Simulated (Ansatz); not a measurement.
`C[SiH2]N` → `[CH2]` (triplet) + `N[SiH3]`  (formal loss of a carbene)

Gas-phase electronic energies from Ansatz, PBE0-D4/def2-TZVP geometries. CCSD(T)/CBS adds triple-zeta CCSD(T) − MP2 to the extrapolated MP2 energy (def2 sets, frozen cores). This one scheme is used for every species. DFT in def2-TZVPP. Triplets are unrestricted, without spin–orbit coupling. Each species was taken in one conformer, which may not be the lowest.

```csv
level,ΔE (kJ/mol)
revPBE-D4,472.3
HF/def2-SVP,330.5
```

Q: What does CCSD(T)/CBS give? (Best estimate.)

A: The calculation gave: +480.8 kJ/mol. The listed levels differ from it by -8.5, -150.3 kJ/mol.

Largest T1 diagnostic among the species: 0.011.

From BLYP to BHLYP (50 % exact exchange), in def2-TZVPP and without D4, ΔE moves by −5.3 kJ/mol. At CCSD(T), def2-SVP lies −31.1 kJ/mol from the extrapolated value and def2-TZVPP −13.1 kJ/mol.
